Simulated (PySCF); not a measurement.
LiMg⁻: energy against distance

Set-up: Li aug-cc-pVDZ-DK, Mg aug-cc-pVDZ-DK; spin-free X2C with a Gaussian nucleus (PySCF 2.14). Energies in eV from Li⁻ + Mg in their ground configurations at the same level. State: ¹Σ⁺ (singlet), closed shell.

```tsv
R (Å)	M06-2X	M06-L
2.964	-0.1926	-0.2694
3.101	-0.2323	-0.3037
3.239	-0.2558	-0.3210
3.343	-0.2657	-0.3259
3.446	-0.2707	-0.3257
3.549	-0.2718	-0.3220
3.687	-0.2689	-0.3129
3.860	-0.2603	-0.2970
4.066	-0.2455	-0.2742
4.342	-0.2218	-0.2418
```

Question: Put a parabola through the three lowest points of the M06-2X curve and estimate Re, k and ωe (reduced mass 5.428 u; 1 eV/Å² = 0.16022 mdyn/Å; ωe = 1302.8·√(k/μ) cm⁻¹).

Answer: Through R = 3.446, 3.549, 3.687 Å the second-order coefficient is 0.132 eV/Å², so Re ≈ 3.538 Å, k ≈ 0.0421 mdyn/Å and ωe ≈ 115 cm⁻¹. A polynomial fit of higher order to the unrounded M06-2X energies gives Re = 3.533 Å, k = 0.0455 mdyn/Å, ωe = 119 cm⁻¹; anharmonicity and rounding make the difference.

The higher-order fit for each curve: M06-2X: Re = 3.533 Å, ωe = 119 cm⁻¹, De = 0.272 eV; M06-L: Re = 3.390 Å, ωe = 142 cm⁻¹, De = 0.326 eV.

Closed-shell solutions of metal pairs were not tested for spin polarisation, which can lower them a little. The bond is weak. Basis-set superposition, not corrected here, can be much of De in a small basis, most of all at correlated wavefunction levels. For an ion De counts to the pair picked by the measured ionisation energies or electron affinities, which need not be the lowest pair at this level. The highest Kohn–Sham level is positive in this anion. Much of that is self-interaction error, but it also means that the finite basis helps to hold the extra electron.
